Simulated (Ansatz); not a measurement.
# C₄H₄F₂: small, medium and large basis sets

One table from this session's results is given with a row withheld; the runs are named, their logs left out.

Method: one geometry, several basis sets; program: Ansatz 0.2.0, Gaussian basis.

Plan: PBE0-D4/def2-SVP; ωB97M-V/def2-SVP; PBE0-D4/def2-QZVPP; ωB97M-V/def2-QZVPP; the functionals' def2-TZVPP values are taken from earlier runs.

## The geometry

All runs share one geometry, relaxed beforehand with PBE0-D4 in a triple-zeta def2 set.

SMILES `C=C(F)/C=C/F`, 10 atoms, charge 0, spin multiplicity 1.

Atoms are counted from 1 here; the program's logs count them from 0.

Bond lengths: C1–C2 1.327 Å, C1–H7 1.080 Å, C1–H8 1.081 Å, C2–F3 1.345 Å, C2–C4 1.444 Å, C4–C5 1.326 Å, C4–H9 1.083 Å, C5–F6 1.331 Å, C5–H10 1.083 Å. Angles: C2–C1–H7 119.8°, C2–C1–H8 120.9°, H7–C1–H8 119.3°, C1–C2–F3 119.3°, C1–C2–C4 126.7°, F3–C2–C4 114.0°, C2–C4–C5 122.8°, C2–C4–H9 117.5°, C5–C4–H9 119.8°, C4–C5–F6 121.3°, C4–C5–H10 125.6°, F6–C5–H10 113.1°.

Coordinates:

```
atom    x (Å)    y (Å)    z (Å)
  C1   0.2400  -1.8123   0.4727
  C2  -0.2954  -0.6552   0.1051
  F3  -1.6176  -0.5870  -0.1329
  C4   0.3989   0.5972  -0.0789
  C5  -0.2169   1.7119  -0.4493
  F6   0.4530   2.8507  -0.6101
  H7   1.3010  -1.8761   0.6661
  H8  -0.3712  -2.6971   0.5824
  H9   1.4676   0.6067   0.0979
 H10  -1.2762   1.8100  -0.6504
```

The first run:

in.yaml

```yaml
crystal:
  periodic: [false, false, false]
  atoms:
    - {symbol: C, position_ang: [0.239977, -1.812289, 0.472669]}
    - {symbol: C, position_ang: [-0.295397, -0.655185, 0.105138]}
    - {symbol: F, position_ang: [-1.617639, -0.586964, -0.132918]}
    - {symbol: C, position_ang: [0.398944, 0.597194, -0.078877]}
    - {symbol: C, position_ang: [-0.216938, 1.711863, -0.449292]}
    - {symbol: F, position_ang: [0.452961, 2.850683, -0.610086]}
    - {symbol: H, position_ang: [1.301014, -1.876139, 0.666114]}
    - {symbol: H, position_ang: [-0.371230, -2.697077, 0.582425]}
    - {symbol: H, position_ang: [1.467574, 0.606653, 0.097923]}
    - {symbol: H, position_ang: [-1.276166, 1.809960, -0.650396]}
basis:
  gaussian: {orbitals: def2-SVP}
hamiltonian: {xc: pbe0, dispersion: d4}
output: {orbitals: {seedname: orbitals}}
```

Run with:

```sh
> ansatz run in.yaml --threads 4 --pin off --events-out ev --progress --plain --max-ram 10444MiB
```

Among the steps run: PBE0-D4 in def2-SVP; ωB97M-V in def2-SVP; PBE0-D4 in def2-QZVPP; ωB97M-V in def2-QZVPP.

One of the session's tables, all rows but one given; the rest of the session is left out.

| functional | basis | HOMO (eV) |
| --- | --- | --- |
| PBE0-D4 | def2-SVP | -6.87 |
| PBE0-D4 | def2-TZVPP | -6.96 |
| PBE0-D4 | def2-QZVPP | -6.99 |
| ωB97M-V | def2-SVP | ? |
| ωB97M-V | def2-TZVPP | -9.07 |
| ωB97M-V | def2-QZVPP | -9.10 |

Estimate the missing values for ωB97M-V, def2-SVP.

As computed: HOMO (eV): -8.96. In the column «HOMO (eV)» it lies between ωB97M-V, def2-TZVPP (-9.07) and PBE0-D4, def2-QZVPP (-6.99).
